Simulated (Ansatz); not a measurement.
Task: harmonic frequencies at the relaxed geometry of C2H2Cl, SMILES C=[C]Cl, with Ansatz 0.2.0, Python API. Give the script and its output. Level of theory (for the species named): r2SCAN, cc-pVDZ basis, multiplicity 2.

```xyz
5

C    -0.5747   -0.0342    0.0456
C     0.6137   -0.6172    0.1821
Cl    2.0904    0.2485   -0.2097
H    -0.6540    0.9880   -0.3107
H    -1.4754   -0.5851    0.2926
```

The script, `freq_c2h2cl.py`:
```python
"""Harmonic frequencies of C2H2Cl at its relaxed geometry."""

import ansatz
import numpy as np


def main() -> None:
    c2h2cl = (
        ansatz.Crystal.molecule()
        .atom("C", [-0.5747, -0.0342, 0.0456])
        .atom("C", [0.6137, -0.6172, 0.1821])
        .atom("Cl", [2.0904, 0.2485, -0.2097])
        .atom("H", [-0.654, 0.988, -0.3107])
        .atom("H", [-1.4754, -0.5851, 0.2926])
    )

    model = (
        c2h2cl.calculation()
        .basis(gaussian="cc-pVDZ")
        .functional("r2scan")
        .spin("collinear", total=1)
        .accuracy("high")
    )
    symbols = [site.symbol for site in c2h2cl.cartesian_sites]
    start = np.array([site.position_ang for site in c2h2cl.cartesian_sites], dtype=float)
    data = model.relax(force_tolerance=0.003, max_steps=100).run(threads=1).report
    end = np.array(data["positions_ang"])

    print("bond        before    after (A)")
    for i, j in [(0, 1), (0, 3), (0, 4), (1, 2)]:
        d0, d1 = (np.linalg.norm(xyz[i] - xyz[j]) for xyz in (start, end))
        print(f"{symbols[i]}{i}-{symbols[j]}{j}".ljust(10), f"{d0:8.4f} {d1:8.4f}")
    for i, j, k in [(1, 0, 3), (1, 0, 4), (3, 0, 4), (0, 1, 2)]:
        u, v = end[i] - end[j], end[k] - end[j]
        print(f"angle {symbols[i]}{i}-{symbols[j]}{j}-{symbols[k]}{k}: {np.degrees(np.arccos(np.clip(u @ v / np.linalg.norm(u) / np.linalg.norm(v), -1, 1))):.2f} deg")

    # same settings at the minimum
    minimum = ansatz.Crystal.molecule()
    for symbol, xyz in zip(symbols, end):
        minimum = minimum.atom(symbol, xyz.tolist())
    vibrating = (
        minimum.calculation()
        .basis(gaussian="cc-pVDZ")
        .functional("r2scan")
        .spin("collinear", total=1)
        .accuracy("high")
        .phonons(temperatures=(200, 600, 100))
    )
    vib = vibrating.run(threads=1).report["vibrations"]
    sums = vib["harmonic_sums"]
    modes = [m["omega_inv_cm"] for m in sums["modes_at_gamma"] if m["rigid_motion"] == "no"]
    for number, w in enumerate(modes, start=1):
        print(f"mode {number:2d} {w:9.1f} 1/cm {w / 8065.544 * 1000:8.2f} meV")
    print("imaginary modes:", sum(w < 0 for w in modes), " zero-point energy:", round(sums["zero_point_energy_ev"], 4), "eV")
    print("T (K)   F_vib (eV)   S_vib (meV/K)   C_vib (meV/K)")
    for row in zip(sums["temperatures_k"], sums["vibrational_free_energy_ev"], vib["entropy_ev_per_k"], vib["heat_capacity_ev_per_k"]):
        print(f"{row[0]:6.1f} {row[1]:11.4f} {1000 * row[2]:13.4f} {1000 * row[3]:15.4f}")


if __name__ == "__main__":
    main()
```

Output of `python freq_c2h2cl.py`:
```text
bond        before    after (A)
C0-C1        1.3307   1.3221
C0-H3        1.0854   1.0981
C0-H4        1.0843   1.0934
C1-Cl2       1.7560   1.6927
angle C1-C0-H3: 121.94 deg
angle C1-C0-H4: 119.62 deg
angle H3-C0-H4: 118.45 deg
angle C0-C1-Cl2: 133.65 deg
mode  1     356.2 1/cm    44.16 meV
mode  2     540.0 1/cm    66.95 meV
mode  3     717.3 1/cm    88.94 meV
mode  4     815.3 1/cm   101.08 meV
mode  5     990.6 1/cm   122.82 meV
mode  6    1351.5 1/cm   167.57 meV
mode  7    1677.8 1/cm   208.02 meV
mode  8    3107.2 1/cm   385.25 meV
mode  9    3226.7 1/cm   400.06 meV
imaginary modes: 0  zero-point energy: 0.7924 eV
T (K)   F_vib (eV)   S_vib (meV/K)   C_vib (meV/K)
 200.0      0.7905        0.0396          0.1050
 300.0      0.7836        0.1014          0.2055
 400.0      0.7699        0.1726          0.2904
 500.0      0.7490        0.2450          0.3578
 600.0      0.7210        0.3151          0.4114
```

Caveats:
- These settings explore the input space; basis and method may be short of convergence.
- The frequencies are harmonic and unscaled, in a modest basis. The result belongs to the one conformer reached from this start, and soft torsions count as harmonic oscillators.
- The species is open-shell (spin multiplicity 2).
- Finished in 3.9 min on 1 thread of Arm Neoverse V2, with other jobs on the host, peak memory 0.35 GiB.

(Lines on the test bed's own set-up are left out of the output.)
